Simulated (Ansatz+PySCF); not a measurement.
**singlet HCl: levels of theory in one basis**

```xyz
2

H     0.0000    0.0000   -1.8814
Cl    0.0000    0.0000    0.1107
```

Basis set: 6-31G (spherical functions). Frozen core: 5 orbitals. Charge 0, multiplicity 1.

Computed with Ansatz (development build ahead of 0.2.0); each method stands on the lowest determinant of its kind that the runs found.

```csv
method,E − E(RHF) (eV),<S²> of the determinant
RHF,0.00,0.00
UHF,-0.54,0.60
RHF-MP2,-1.80,–
RHF-CCSD,-2.38,–
UHF-CCSD,-2.38,0.60
RHF-CCSD(T),-2.41,–
UHF-CCSD(T),-2.41,0.60
full CI (lowest root of this spin),-2.42,–
```

What does UHF-MP2 give on the same scale?

-1.49 eV.

At such a shape the full CI root can have another spatial symmetry than the determinants, so the rows needn't describe one state.

Is a single determinant a sound starting point here?

It is doubtful. Unrestricted orbitals lower Hartree–Fock by 0.54 eV and <S²> is 0.60 where a pure state has 0.00, a sign of strong static correlation.

Caution for RHF, RHF-MP2, RHF-CCSD, RHF-CCSD(T): an unrestricted determinant lies well below. Caution for UHF, UHF-MP2, UHF-CCSD, UHF-CCSD(T): the unrestricted determinant is spin contaminated. Caution for RHF-MP2, UHF-MP2, RHF-CCSD, UHF-CCSD, RHF-CCSD(T), UHF-CCSD(T): large amplitudes, a single reference is doubtful. Caution for UHF-MP2, UHF-CCSD, UHF-CCSD(T): a plain start can end on a higher determinant. Caution for UHF-MP2: another reference gives a lower total.
